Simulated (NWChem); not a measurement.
# Atomisation of propene (C3H6)

SMILES: C=CC
```xyz
9

C      0.2514     1.2161     0.0000
C     -0.4594    -0.0966     0.0000
C      0.1256    -1.2953     0.0000
H     -0.0241     1.8172    -0.8830
H     -0.0241     1.8172     0.8830
H      1.3441     1.0885     0.0000
H     -1.5565    -0.0506     0.0000
H      1.2160    -1.3996     0.0000
H     -0.4609    -2.2178     0.0000
```
Charge 0, spin multiplicity 1.

Everything below was run with NWChem. All single points use one geometry, from PBE0/def2-SVP, a minimum by its harmonic frequencies.

Basis set: def2-TZVP. The atomisation energy is electronic alone: no zero-point, thermal, spin-orbit or counterpoise terms. No value is extrapolated to the basis-set limit. Free atoms are single determinants with multiplicities C 3, H 2. Correlated methods freeze the same cores in atoms and molecule, 3 orbitals in all.

| method | atomisation energy (kcal/mol) | relative cost |
|---|---|---|
| HF | 652.8 | 1 |
| LDA (SVWN5) | 969.4 | under 3 |
| B3LYP | 857.1 | under 3 |
| PBE | 873.0 | under 3 |
| PBE0 | 862.0 | under 3 |
| MP2 | 837.5 | under 3 |
| M06-2X | 857.8 | under 3 |
| TPSS | 865.1 | under 3 |
| LC-wPBE (omega 0.3 per bohr) | 864.0 | 10 |

The values span 316.6 kcal/mol, from HF (lowest) to LDA (SVWN5) (highest). The cost column gives rough processor time relative to HF; each entry includes its own SCF. Costs are the molecule's.

B3LYP has NWChem's definition, with VWN1-RPA local correlation. GW and range-separated runs recompute their integrals, the others keep them in memory, which bears on the times. No SCF solution was tested for a lower state. Open-shell Hartree-Fock references start from PBE0 orbitals; any time given for them includes that run.
